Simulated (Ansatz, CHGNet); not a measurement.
hcp Os: properties by level of theory

Reference values: lattice constant a 2.734 Å (measured, 293 K, no zero-point or thermal correction, our sources range from 2.734 to 2.740; as tabulated in Wikipedia's data pages); lattice parameter c 4.320 Å (measured, 293 K, no zero-point or thermal correction; as tabulated in Wikipedia's data pages).

```json
[
 {"level (code)": "CHGNet 0.3.0", "lattice parameter a (Å)": "[?]", "lattice parameter c (Å)": "4.314"},
 {"level (code)": "PBE+SOC (Ansatz)", "lattice parameter a (Å)": "[?]", "lattice parameter c (Å)": "4.344"},
 {"level (code)": "PBE-D4 (Ansatz)", "lattice parameter a (Å)": "2.737", "lattice parameter c (Å)": "[?]"},
 {"level (code)": "r²SCAN (Ansatz)", "lattice parameter a (Å)": "2.738", "lattice parameter c (Å)": "4.317"},
 {"level (code)": "PBE0 (Ansatz)", "lattice parameter a (Å)": "2.722", "lattice parameter c (Å)": "4.303"}
]
```

### Question
Some entries are withheld; supply them.

### Answer

- CHGNet 0.3.0, lattice parameter a (Å): 2.772
- PBE+SOC (Ansatz, a program for electronic structure), lattice parameter a (Å): 2.756
- PBE-D4 (Ansatz), lattice parameter c (Å): 4.323

Differences from the reference values (errors of the level alone only where the reference is corrected to a static lattice):

```csv
level,lattice constant a (%),lattice parameter c (%)
CHGNet 0.3.0,+1.39,-0.14
PBE+SOC,+0.80,+0.56
PBE-D4,+0.11,+0.07
r²SCAN,+0.15,-0.07
PBE0,-0.44,-0.39
```

Nearest: lattice constant a, not ranked (reference at room or unstated temperature); lattice parameter c, not ranked (reference at room or unstated temperature).

Machine-learned potentials (CHGNet 0.3.0) are trained on DFT data: a solid inside that data is no test of them.

Ansatz's density-functional and Hartree–Fock values are scalar-relativistic unless marked +SOC, with PAW data made under PBE.

Differences are worked out from the printed values.

Computed values are for the static lattice.
